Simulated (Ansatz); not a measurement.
Geometry optimisation, UKS LDA/def2-SVP (Ansatz 0.2.0).

Input:

```yaml
crystal:
  periodic: [false, false, false]
  atoms:
    - { symbol: Al, position_ang: [-4.0e-06, 1.0e-05, -0.109437] }
    - { symbol: F, position_ang: [-2.1e-05, -3.3e-05, 1.571157] }
    - { symbol: H, position_ang: [1.433263, 5.0e-06, -0.800712] }
    - { symbol: H, position_ang: [-1.433257, 5.0e-06, -0.800739] }
    - { symbol: Cl, position_ang: [1.9e-05, 1.4e-05, 4.259731] }
magnetization:
  spin_polarized: true
  initial_magnetization: 1
basis:
  gaussian: { orbitals: def2-SVP }
hamiltonian:
  xc: lda
relax:
  f_tol: 0.03
  max_steps: 50
```

Run as:

```bash
$ ansatz run input.yaml --threads 1 --pin off --max-ram 2048MiB --backend cpu --events-out ev --progress --plain --runs-dir out
```

Task: Where does it end, and by what steps?

Result: It converged. The force dipped under the threshold on the way, but the program's further checks kept it going. After 25 steps the energy has fallen by 2.293 eV; Cl5 moved furthest, 2.09 Å. Joined: Al1–Cl5 (4.37 → 2.08 Å).

| step | energy less start (eV) | largest force component (eV/Å) | accepted |
| --- | --- | --- | --- |
| 0 | 0.0000 | 0.331 | yes |
| 1 | -0.0405 | 0.273 | yes |
| 2 | -0.0518 | 0.329 | yes |
| 3 | -0.0503 | 0.366 | no |
| 4 | -0.0688 | 0.029 | yes |
| 5 | -0.0689 | 0.031 | yes |
| 6 | -0.0696 | 0.017 | yes |
| 7 | -0.0806 | 0.257 | yes |
| 8 | -0.1028 | 0.280 | yes |
| 9 | -0.1215 | 0.314 | yes |
| 10 | -0.1510 | 0.182 | yes |
| 11 | -0.1608 | 0.173 | yes |
| 12 | -0.1923 | 0.261 | yes |
| 13 | -0.2399 | 0.217 | yes |
| 14 | -0.3094 | 0.286 | yes |
| 15 | -0.4388 | 0.430 | yes |
| 16 | -0.6393 | 0.582 | yes |
| 17 | -0.8616 | 1.013 | yes |
| 18 | -1.1167 | 0.928 | yes |
| 19 | -1.5263 | 1.784 | yes |
| 20 | -1.9300 | 2.039 | yes |
| 21 | -2.1187 | 1.254 | yes |
| 22 | -2.1988 | 0.641 | yes |
| 23 | -2.2804 | 0.334 | yes |
| 24 | -2.2838 | 0.101 | yes |
| 25 | -2.2930 | 0.015 | yes |

```xyz
5
Properties=species:S:1:pos:R:3
Al -0.059 0.108 0.991
F -0.791 1.561 1.304
H 0.987 0.124 -0.332
H -0.603 -0.654 -0.414
Cl 0.467 -1.139 2.570
```

Run time: 41 s on 1 thread of Arm Neoverse V1, with other jobs on the host, peak memory 0.14 GiB.
